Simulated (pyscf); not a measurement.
Thermochemistry of product channels of H₂N–B(Cl)–Cl + hydrogen fluoride (HF) on the singlet surface, in kcal/mol, from CCSD(T)/def2-TZVPP + ΔMP2(QZVPP) energies (ideal gas, 1 atm, RRHO with modes under 100 cm⁻¹ raised to 100, one conformer, R ln 2 for chiral ones without a mode under 150 cm⁻¹). Single points on ωB97X-D3(BJ)/def2-SVP structures (PySCF, gas phase). MP2 and CC: frozen core, UHF for open shells. ΔMP2 is the change of the MP2 total energy from the triple- to the quadruple-zeta basis.

| products | ΔE | ΔH(298 K) | ΔG(298 K) | ΔG(600 K) |
|---|---|---|---|---|
| ammonia (NH₃) + F–B(Cl)–Cl | (withheld) | -1.4 | -2.3 | -2.9 |
| H₂N–B(F)–Cl + hydrogen chloride (HCl) | -11.9 | -12.8 | -13.4 | (withheld) |

Q: Some entries are withheld; supply them.

A: 
- ammonia (NH₃) + F–B(Cl)–Cl, ΔE: -1.6
- H₂N–B(F)–Cl + hydrogen chloride (HCl), ΔG(600 K): -13.9

These are energies of the channels, which say nothing of barriers. The CCSD(T) − MP2 part came from Ansatz, without density fitting, on the same reference.
